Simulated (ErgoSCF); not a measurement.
# B2H3F (SMILES BBF): a chain of runs

Aim: a single-point energy (singlet B2H3F, CAM-B3LYP/pcseg-1), then a single-point energy (doublet B2H3F+, UCAM-B3LYP/pcseg-1), then the energy (singlet B2H3F, CAM-B3LYP/pcseg-1), then a single-point energy (doublet B2H3F+, UCAM-B3LYP/pcseg-1), then a single-point energy (singlet B2H3F, CAM-B3LYP/pcseg-1), then a single-point energy (doublet B2H3F+, UCAM-B3LYP/pcseg-1) of B2FH3. The setting varied is the subspace error. 

Program for the calculation: ErgoSCF 3.8.

6 further runs of the same task are left out: 6 set aside as unsound or not needed.

## Step 1: The structure to begin with

B2H3F has 6 atoms, charge 0, and is taken as a singlet. As SMILES, `BBF`. Geometry: relaxed at GFN2-xTB.

Bond lengths: B1–B2 1.648 Å, B2–F3 1.324 Å, B1–H4 1.171 Å, B1–H5 1.171 Å, B2–H6 1.188 Å. Angles: B1–B2–F3 125.3°, B1–B2–H6 121.9°, F3–B2–H6 112.8°, B2–B1–H4 122.3°, B2–B1–H5 122.2°, H4–B1–H5 115.3°.

## Step 2: A single-point energy at CAM-B3LYP/pcseg-1 (subspace error 0.0001) (run 1)

File job.ego:

```
set_nthreads("env")
molecule_inline Angstrom
B     -0.413660     0.221630    -0.705800
B      0.391120    -0.204090     0.667500
F      1.301090     0.535740     1.281480
H     -0.029680    -0.070400    -1.772590
H     -1.451770     0.762490    -0.678150
H      0.202900    -1.245380     1.207570
EOF
scf.convergence_threshold = 1e-06
scf.purification_subspace_err_limit = 0.0001
scf.max_number_of_iterations = 70
tmpdir = "."
scf.output_mulliken_pop = 1
basis = "pcseg-1"
charge = 0
run "Camb3lyp"
```

The basis set pcseg-1 is read from a file made from the Basis Set Exchange's data (not shown).

On the command line:

```console
$ ergo job.ego
```

Standard output:

```text
[...]
INSC SCF_general constructor, number of basis functions: 57
[...]
INSC Energy   1 =        -52.02334449879
[...]
INDE PURIFICATION CONVERGED after 40 iterations
[...]
INDE PURIFICATION CONVERGED after 37 iterations
[...]
INDE PURIFICATION CONVERGED after 28 iterations
[...]
INDE PURIFICATION CONVERGED after 28 iterations
[...]
INDE E(LUMO) - E(HOMO) <=          0.42812353067 =         11.64983480986 eV
[...]
INSC Energy  16 =       -151.24921551830  ( diff     -0.000000000070031 )
[...]
RESC CONVERGED after  16 iterations.
RESC FINAL ENERGY:       -151.24921551830
[...]
INSC SCF: dipole_moment_x [atomic units] =      -0.25099625
INSC SCF: dipole_moment_y [atomic units] =      -0.10134691
INSC SCF: dipole_moment_z [atomic units] =      -0.24421367
[...]
```

It took 23 s on 1 thread of Intel Xeon at 2.70GHz, shared host; peak memory 0.27 GiB.

## Step 3: The doublet cation: a single-point energy at UCAM-B3LYP/pcseg-1 (subspace error 0.0001) (run 2)

File ergo.in:

```
set_nthreads("env")
molecule_inline Angstrom
B     -0.413660     0.221630    -0.705800
B      0.391120    -0.204090     0.667500
F      1.301090     0.535740     1.281480
H     -0.029680    -0.070400    -1.772590
H     -1.451770     0.762490    -0.678150
H      0.202900    -1.245380     1.207570
EOF
scf.convergence_threshold = 1e-06
scf.max_number_of_iterations = 70
scf.purification_subspace_err_limit = 0.0001
charge = 1
tmpdir = "."
scf.output_mulliken_pop = 1
spin_polarization = 1
basis = "pcseg-1"
run "Camb3lyp"
```

The basis set pcseg-1 is read from a file made from the Basis Set Exchange's data (not shown).

On the command line:

```console
$ ergo ergo.in
```

Standard output:

```text
[...]
INSC SCF_general constructor, number of basis functions: 57
[...]
INSC Energy   1 =        -50.72861970651
[...]
INDE PURIFICATION CONVERGED after 40 iterations
[...]
INDE PURIFICATION CONVERGED after 33 iterations
[...]
INDE PURIFICATION CONVERGED after 30 iterations
[...]
INDE E(LUMO) - E(HOMO) <=          0.26070682495 =          7.09419414449 eV
[...]
INSC Energy  28 =       -150.83688754061  ( diff     -0.000000000048090 )
[...]
RESC CONVERGED after  28 iterations.
RESC FINAL ENERGY:       -150.83688754061
RESC FINAL <S2> =          0.75579737979
[...]
INSC SCF: dipole_moment_x [atomic units] =      -0.08095447
INSC SCF: dipole_moment_y [atomic units] =      -0.28218994
INSC SCF: dipole_moment_z [atomic units] =       0.11712969
[...]
```

Run time: 62 s. Hardware: 1 thread of Intel Xeon at 2.70GHz, shared host; peak memory 0.27 GiB.

Runs 3 to 5 aren't shown in full; the table further down has their settings and results.

## Step 4: The doublet cation: the energy at UCAM-B3LYP/pcseg-1 (subspace error 1e-08) (run 6)

Edit ergo.in of step 3 so:

```diff
@@ -11,3 +11,3 @@
 scf.max_number_of_iterations = 70
-scf.purification_subspace_err_limit = 0.0001
+scf.purification_subspace_err_limit = 1e-08
 charge = 1
```

The basis set pcseg-1 is read from a file made from the Basis Set Exchange's data (not shown).

On the command line:

```console
$ ergo ergo.in
```

Standard output:

```text
[...]
INSC SCF_general constructor, number of basis functions: 57
[...]
INSC Energy   1 =        -50.72861970651
[...]
INDE PURIFICATION CONVERGED after 40 iterations
[...]
INDE PURIFICATION CONVERGED after 33 iterations
[...]
INDE PURIFICATION CONVERGED after 30 iterations
[...]
INDE E(LUMO) - E(HOMO) <=          0.26070682495 =          7.09419414449 eV
[...]
INSC Energy  28 =       -150.83688754061  ( diff     -0.000000000048090 )
[...]
RESC CONVERGED after  28 iterations.
RESC FINAL ENERGY:       -150.83688754061
RESC FINAL <S2> =          0.75579737979
[...]
INSC SCF: dipole_moment_x [atomic units] =      -0.08095447
INSC SCF: dipole_moment_y [atomic units] =      -0.28218994
INSC SCF: dipole_moment_z [atomic units] =       0.11712969
[...]
```

It took 54 s on 1 thread of Intel Xeon at 2.70GHz, shared host; peak memory 0.28 GiB.

## Step 5: The series

| run | level | subspace error | partner | energy (Eh) | wall time |
| --- | --- | --- | --- | --- | --- |
| 1 | CAM-B3LYP/pcseg-1 (subspace error 0.0001) | 0.0001 | base | -151.249216 | 23 s |
| 2 | UCAM-B3LYP/pcseg-1 (subspace error 0.0001) | 0.0001 | cation | -150.836888 | 62 s |
| 3 | CAM-B3LYP/pcseg-1 (subspace error 1e-06) | 1e-06 | base | -151.249216 | 23 s |
| 4 | UCAM-B3LYP/pcseg-1 (subspace error 1e-06) | 1e-06 | cation | -150.836888 | 58 s |
| 5 | CAM-B3LYP/pcseg-1 (subspace error 1e-08) | 1e-08 | base | -151.249216 | 17 s |
| 6 | UCAM-B3LYP/pcseg-1 (subspace error 1e-08) | 1e-08 | cation | -150.836888 | 54 s |

## Step 6: Results

| quantity | value |
| --- | --- |
| doublet cation, run 6: total energy | -150.83689 Eh |
| doublet cation, run 6: ⟨S²⟩ | 0.756 |
| vertical ionisation energy (to the doublet cation), CAM-B3LYP/pcseg-1 (run 1, subspace error 0.0001) | 11.220 eV |
| vertical ionisation energy (to the doublet cation), CAM-B3LYP/pcseg-1 (run 3, subspace error 1e-06) | 11.220 eV |
| vertical ionisation energy (to the doublet cation), CAM-B3LYP/pcseg-1 (run 5, subspace error 1e-08) | 11.220 eV |

In words: At CAM-B3LYP/pcseg-1: removing an electron at fixed nuclei costs 11.22 eV (1083 kJ/mol). At CAM-B3LYP/pcseg-1: the vertical ionisation energy comes to 11.22 eV (1083 kJ/mol). At CAM-B3LYP/pcseg-1: the vertical ionisation energy comes to 11.22 eV (259 kcal/mol). All runs together took 3.9 min, the longest 62 s.
